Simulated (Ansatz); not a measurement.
Mulliken charges of Al$_{2}$H$_{4}$O, SMILES `[OH][AlH][AlH2]` from PBE/def2-TZVPP in Ansatz (PBE0-D4/def2-TZVP geometry).

| atom | x (Å) | y (Å) | z (Å) | charge (e) |
| --- | --- | --- | --- | --- |
| O1 | -1.761 | -0.902 | -0.373 | -0.373 |
| Al2 | -0.424 | 0.060 | -0.816 | 0.347 |
| Al3 | 1.332 | 0.339 | 1.063 | 0.226 |
| H4 | -2.486 | -1.091 | -0.968 | 0.175 |
| H5 | -0.413 | 0.660 | -2.297 | -0.138 |
| H6 | 2.555 | -0.670 | 1.230 | -0.118 |
| H7 | 1.259 | 1.535 | 2.115 | -0.118 |

Q: By hand: the dipole of these point charges (1 e Å = 4.8032 D).

A: Σ q r = (-0.017, 0.050, -0.151) e Å, of length 0.160 e Å = 0.77 D.

Q: How does the dipole of the full density compare? (Estimate.)

A: The calculation gave: (-0.127, 0.007, -0.204) e Å, 1.15 D; the point charges give 0.67 times that, at 30° from its direction.

Point charges leave out the atoms' own dipoles, such as those of lone pairs, and Mulliken's split depends on the basis, so the two needn't agree.
